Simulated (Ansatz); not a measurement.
The pair A = HCl (SMILES Cl) (first 2 atoms), B = H2S (SMILES S); geometry from NCB31 set.
(charge 0, multiplicity 1):
```xyz
5

Cl    -1.912     0.000     0.003
H     -0.627     0.000    -0.104
S      1.843     0.000    -0.102
H      1.823    -0.962     0.835
H      1.822     0.962     0.835
```

Correlated levels freeze the cores.

Codes used: Ansatz (Gaussian orbitals). Values without a source in brackets are computed.

The counterpoise-corrected interaction energy is E(AB) − E(A in the pair's basis) − E(B in the pair's basis). Total energies (hartree):

```
level                              AB  A in the pair's basis  B in the pair's basis
-----------------------  ------------  ---------------------  ---------------------
HF/aug-cc-pV(T+d)Z       -858.8256155           -460.1083868           -398.7157901
CCSD(T)/aug-cc-pV(T+d)Z  -859.2949117           -460.3459016           -398.9440909
HF/aug-cc-pV(Q+d)Z       -858.8322520           -460.1117187           -398.7191203
CCSD(T)/aug-cc-pV(Q+d)Z  -859.3302113           -460.3658562           -398.9591422
```

Problem. Work out the counterpoise-corrected interaction energy at the basis-set limit: extrapolate the CCSD(T) correlation part as X⁻³, take Hartree–Fock from the larger set.

Solution. 
1. Differences (1 hartree = 627.509 kcal/mol): HF/aug-cc-pV(T+d)Z -0.903; CCSD(T)/aug-cc-pV(T+d)Z -3.087; HF/aug-cc-pV(Q+d)Z -0.887; CCSD(T)/aug-cc-pV(Q+d)Z -3.271.
2. Correlation parts, CCSD(T) less HF: -2.184 in aug-cc-pV(T+d)Z (X = 3), -2.384 in aug-cc-pV(Q+d)Z (X = 4).
3. Limit (4³·(-2.384) − 3³·(-2.184))/(4³ − 3³) = -2.531; with HF/aug-cc-pV(Q+d)Z it gives -3.417.
Result: -3.42 kcal/mol, against -3.09 at CCSD(T)/aug-cc-pV(T+d)Z. It is an estimate of this method's limit, not of the exact value.

Ansatz is a first-principles code.
